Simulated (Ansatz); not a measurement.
# BNH₂: geometry and frequencies at several levels

Aim: geometry and frequencies at several levels, for BNH₂, with the cost of each level.

Computed with Ansatz 0.2.0 (the levels named in each step, unless a step's input says otherwise).

## (1) The structure to begin with

Bond lengths: B1–N2 1.240 Å, B1–H3 1.140 Å, N2–H4 0.989 Å. Angles: B1–N2–H4 180.0°, N2–B1–H3 180.0°.

As a file:

```xyz
4

B     0.0000    0.0000   -0.5824
N     0.0000    0.0000    0.6576
H     0.0000    0.0000   -1.7222
H     0.0000    0.0000    1.6470
```

## (2) A rough first relaxation, PBE-D4/def2-SVP

Input file input.yaml:

```yaml
crystal:
  periodic: [false, false, false]
  atoms:
    - { symbol: B, position_ang: [0.0, 0.0, -0.5824] }
    - { symbol: "N", position_ang: [0.0, 0.0, 0.65756] }
    - { symbol: H, position_ang: [0.0, 0.0, -1.72219] }
    - { symbol: H, position_ang: [0.0, 0.0, 1.64703] }
basis:
  gaussian: { orbitals: def2-SVP }
hamiltonian:
  xc: pbe
  dispersion: d4
relax:
  f_tol: 0.03
  max_steps: 200
```

Started as:

```console
$ ansatz run input.yaml --threads 1 --pin off --max-ram 2560MiB --backend cpu --events-out ev --progress --plain --runs-dir out
```

The runs that follow: Relaxation, HF/STO-3G; Frequencies, HF/STO-3G; Relaxation, HF/6-31G*; Frequencies, HF/6-31G*; Relaxation, LDA/def2-SVP; Frequencies, LDA/def2-SVP; Relaxation, PBE-D4/def2-SVP; Frequencies, PBE-D4/def2-SVP; Relaxation, PBE0-D4/def2-TZVPP; Relaxation, MP2/def2-TZVPP; Frequencies, MP2/def2-TZVPP.

Q: Predict the outcome of this session. Wanted: B1–N2 at MP2/def2-TZVPP; frequencies at MP2/def2-TZVPP.

As calculated:

| quantity | value |
| --- | --- |
| B1–N2 at MP2/def2-TZVPP | 1.244 Å |
| frequencies at MP2/def2-TZVPP | 478 to 3888 cm⁻¹ |

In words: The B–N distance spreads over 0.055 Å, from HF/STO-3G (shortest) to PBE-D4/def2-SVP. No mode is imaginary, so the geometry is a minimum.
